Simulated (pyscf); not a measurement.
**Four-centre exchange: H₂N–SiH: [singlet] + SiH₄ -> :HSi–NH–SiH₃ [singlet] + H₂**

Gas phase, singlet surface, charge 0. Bonds broken: N1–H3, Si6–H7. Bonds formed: N1–Si6, H3–H7. PySCF, gas phase, ωB97X-D3(BJ)/def2-SVP geometries.

Transition state (Å):

```xyz
10

N     -1.3386    -0.7904    -0.2728
Si    -2.0907    -0.9724     1.3337
H     -0.1579    -0.9569    -0.3043
H     -1.8753    -1.1398    -1.0715
H     -0.8783    -0.3529     2.0299
Si    -0.4180     0.8983    -0.6733
H      0.8414    -0.3543    -0.3619
H     -1.7475     1.6408    -0.7491
H      0.2953     1.7410     0.3295
H      0.0469     0.9408    -2.0868
```

One imaginary mode, 1438i cm⁻¹; descent along it reached the two sides named.

```tsv
bond	change	reactant side (Å)	saddle	product side
N1–H3	breaks	1.016	1.193	2.8
Si6–H7	breaks	1.488	1.803	3.7
N1–Si6	forms	3.3	1.965	1.763
H3–H7	forms	2.7	1.168	0.760
```

Electronic energies relative to the separated reactants (kcal/mol):

| level | barrier | reaction energy | reverse barrier |
|---|---|---|---|
| ωB97X-D3(BJ)/def2-TZVP | 52.1 | -7.4 | 59.5 |
| PBE/def2-TZVP | 49.5 | -3.4 | 52.9 |
| r²SCAN/def2-TZVP | 50.9 | -5.6 | 56.5 |
| B3LYP-D3(BJ)/def2-TZVP | 53.1 | -5.7 | 58.9 |
| PBE0-D3(BJ)/def2-TZVP | 50.0 | -4.7 | 54.7 |
| M06-2X/def2-TZVP | 52.9 | -8.2 | 61.1 |
| ωB97M-D3(BJ)/def2-TZVP | 53.2 | -5.2 | 58.5 |
| HF/def2-TZVP | 72.8 | -2.0 | 74.8 |

With ωB97M-D3(BJ)/def2-TZVP energies and thermal terms (ideal gas, 1 atm, RRHO with modes under 100 cm⁻¹ raised to 100, one conformer, R ln 2 for chiral ones without a mode under 150 cm⁻¹), in kcal/mol:

```csv
T (K),ΔH‡,ΔG‡,ΔH,ΔG
298,50.9,60.4,-7.9,-6.6
600,51.2,70.1,-6.6,-5.8
900,52.0,79.3,-5.7,-5.7
1200,52.9,88.3,-4.9,-5.8
```

One saddle was located; it need not be the lowest between these sides.
